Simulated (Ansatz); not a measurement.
Input for Ansatz (development build ahead of 0.2.0):

```yaml
crystal:
  periodic: [false, false, false]
  atoms:
    - { symbol: O, position_ang: [0.0357, 0.00056, -0.55914] }
    - { symbol: O, position_ang: [-0.00846, -0.04856, 0.58574] }
basis:
  gaussian: { orbitals: aug-cc-pVDZ }
magnetization:
  spin_polarized: true
  initial_magnetization: 2
hamiltonian:
  xc: hf
correlation:
  method: mp2
  frozen_orbitals: { O: 1 }
```

The input is written out in the form of the current development build from the run's settings.

Output:

* Converged: yes
* Reference energy: -149.64577 hartree
* Correlation energy: -0.34778 hartree
* Total energy: -149.99355 hartree
* Spin squared of the determinant: 2.040
